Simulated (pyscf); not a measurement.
**Four-centre exchange: `[CH3][Zn][SH]` + `[SH2]` → `[CH4]` + `[SH][Zn][SH]`**

Gas phase, singlet surface, charge 0. Bonds broken: C1–Zn2, S8–H9. Bonds formed: C1–H9, Zn2–S8. Structures and frequencies: ωB97X-D3(BJ)/def2-SVP in PySCF.

Transition state (Å):

```xyz
10

C     -2.0064     0.8464     0.4426
Zn    -0.3663    -0.4399     0.1314
S      0.3673    -2.3689     0.8215
H     -1.9267     0.9733     1.5365
H     -2.8506     0.1714     0.2206
H     -2.2977     1.8362     0.0504
H      1.4848    -2.3039     0.0702
S      0.4358     1.1874    -1.5019
H     -0.8931     1.1823    -0.5643
H     -0.2024     0.5547    -2.5079
```

One imaginary mode, 1351i cm⁻¹; descent along it reached the two sides named, in the forms told below.

```csv
bond,change,reactant side (Å),saddle,product side
C1–Zn2,breaks,1.950,2.107,3.0
S8–H9,breaks,1.347,1.626,3.1
C1–H9,forms,3.6,1.538,1.101
Zn2–S8,forms,2.8,2.441,2.177
```

Electronic energies relative to the separated reactants (eV):

```
level                   barrier  reaction energy  reverse barrier
----------------------  -------  ---------------  ---------------
ωB97X-D3(BJ)/def2-TZVP     0.73            -1.24             1.97
PBE/def2-TZVP              0.64            -1.14             1.78
r²SCAN/def2-TZVP           0.59            -1.20             1.79
B3LYP-D3(BJ)/def2-TZVP     0.80            -1.19             1.99
PBE0-D3(BJ)/def2-TZVP      0.62            -1.19             1.81
M06-2X/def2-TZVP           0.68            -1.25             1.93
ωB97M-D3(BJ)/def2-TZVP     0.86            -1.15             2.01
HF/def2-TZVP               1.46            -1.35             2.81
```

With ωB97M-D3(BJ)/def2-TZVP energies and thermal terms (ideal gas, 1 atm, RRHO with modes under 100 cm⁻¹ raised to 100, one conformer, R ln 2 for chiral ones without a mode under 150 cm⁻¹), in eV:

```csv
T (K),ΔH‡,ΔG‡,ΔH,ΔG
298,0.81,1.28,-1.07,-1.01
600,0.84,1.74,-1.08,-0.94
900,0.87,2.19,-1.09,-0.86
1200,0.90,2.62,-1.10,-0.79
```

On the reactant side the descent ends in a complex, 0.30 eV under the separated species and 1.04 eV under the saddle at ωB97X-D3(BJ)/def2-TZVP. One saddle was located; it need not be the lowest between these sides. Elements up to Kr have no core potential and no relativistic terms here.
